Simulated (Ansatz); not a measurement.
**H3NS: structure from calculated spectroscopic constants**

These gas-phase data were calculated for one isomer of H3NS at PBE0-D3(BJ)/def2-SVP (harmonic, unscaled wavenumbers; equilibrium rotational constants with average atomic masses):

* rotational constants: 146.3, 14.25, 13.99 GHz
* all wavenumbers above 1500 cm⁻¹: 3657, 3556, 2651, 1605

Candidates:

(1) `NS`, a singlet
(2) `[NH3+][S-]`, a singlet

Question: Which candidate do the data belong to?

Answer: Candidate (1). The band at 2651 cm⁻¹ lies where the S–H stretch is expected; (2) has no mode between 2500 and 2800 cm⁻¹.

The same quantities for all candidates:

```
     rotational constants (GHz)   wavenumbers above 1500 cm⁻¹  E above the lowest, PBE0-D3(BJ)/def2-SVP (kcal/mol)
(1)         146.3, 14.25, 13.99        3657, 3556, 2651, 1605                                                  0.0
(2)           184.2, 12.1, 12.1  3547, 3547, 3446, 1620, 1620                                                 16.7
```

Harmonic stretches to hydrogen usually lie a few per cent above observed fundamentals. Each candidate is one conformer. Programs: Ansatz 0.2.0.
